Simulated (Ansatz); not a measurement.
```xyz
9

N     0.917   -1.094    0.072
C    -0.458   -0.732    0.060
S    -0.954    0.709   -0.987
S     0.218    2.192   -0.228
H     1.256   -1.295   -0.860
H     1.480   -0.343    0.455
H    -0.797   -0.523    1.076
H    -1.068   -1.546   -0.344
H    -0.593    2.632    0.756
```

The species carries charge 0 and has multiplicity 1.

Problem. List the B3LYP/def2-TZVPP orbital energies in eV (the Gaussian-basis code of Ansatz). (An estimate is asked.)

Solution. The calculation gave: Occupied: -2418.57, -2418.30, -389.51, -278.46, -216.51, -216.23, -161.09, -160.99, -160.84, -160.83, -160.71, -160.55, -24.84, -21.89, -19.19, -16.73, -14.27, -12.76, -11.66, -11.18, -11.10, -9.33, -7.66, -6.99, -6.58. Lowest empty: -0.77, 0.21, 0.85, 1.06, 2.01, 2.13, 3.23, 4.14.

B3LYP here is the variant with VWN-RPA as its local correlation; programs differ in this.
